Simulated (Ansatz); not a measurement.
# CH3NO2: the cost of one run

Computed with Ansatz 0.2.0 through its Python package. Level of theory: B3LYP+D4/pcseg-2.

## (1) Starting point

Bond lengths: N1–C2 1.215 Å, C2–O3 1.296 Å, C2–O4 1.328 Å, N1–H5 1.082 Å, O3–H6 0.985 Å, O4–H7 0.993 Å. Angles: N1–C2–O3 119.7°, N1–C2–O4 129.5°, O3–C2–O4 110.8°, C2–N1–H5 110.4°, C2–O3–H6 108.1°, C2–O4–H7 108.3°.

The script holds or builds the structure itself.

## (2) Script

The input, tae.py:

```python
from collections import Counter

import ansatz as az

BASIS_SET = "pcseg-2"
FUNCTIONAL = "b3lyp"
DISPERSION = "d4"


def energy(molecule, charge=0, unpaired=0):
    calc = (
        molecule.calculation()
        .basis(gaussian=BASIS_SET)
        .functional(FUNCTIONAL, dispersion=DISPERSION)
    )
    if charge:
        calc = calc.charge(charge)
    if unpaired:
        calc = calc.spin("collinear", total=unpaired)
    report = calc.run().report
    if report["published_state_doubts"]:
        print("  doubts:", report["published_state_doubts"])
    return report["free_energy_ev"]


def main() -> None:
    geometry_ang = [
        ("N", (-0.6034, 0.7014, 0.523)),
        ("C", (0.1542, -0.1265, 0.0566)),
        ("O", (1.0814, -0.6412, 0.8017)),
        ("O", (0.2303, -0.5973, -1.1825)),
        ("H", (-1.3149, 1.025, -0.2251)),
        ("H", (1.0339, -0.215, 1.6884)),
        ("H", (-0.5202, -0.2144, -1.7077)),
    ]
    mol = az.Crystal.molecule()
    for symbol, xyz in geometry_ang:
        mol = mol.atom(symbol, xyz)

    unpaired = {"N": 3, "C": 2, "O": 2, "H": 1}
    counts = Counter(site.symbol for site in mol.cartesian_sites)
    atom_energy = {s: energy(az.Crystal.molecule().atom(s, (0, 0, 0)), 0, unpaired[s]) for s in counts}
    whole = energy(mol, 0, 0)
    for s, e in atom_energy.items():
        print(f"{s:2s} x{counts[s]}  {e:14.5f} eV")
    print(f"CH3NO2: {whole:.5f} eV")
    split = sum(counts[s] * e for s, e in atom_energy.items()) - whole
    print(f"atomisation energy (no zero-point term): {23.060548 * split:.1f} kcal/mol, {split / sum(counts.values()):.3f} eV an atom")


if __name__ == "__main__":
    main()
```

## (3) The calls as engine input

The engine receives this input (first run):

```yaml
crystal:
  periodic: [false, false, false]
  atoms:
    - { symbol: "N", position_ang: [0.0, 0.0, 0.0] }
basis:
  gaussian:
    orbitals: pcseg-2
hamiltonian:
  xc: b3lyp
  dispersion: d4
magnetization:
  spin_polarized: true
  initial_magnetization: 3.0
```

## (4) The run

Started as:

```console
> python tae.py
```

**Question.** How long does this script take on 1 thread of Arm Neoverse V2, shared host, and how much memory does it need?

About 3.8 s, with a peak of 0.3 GiB.
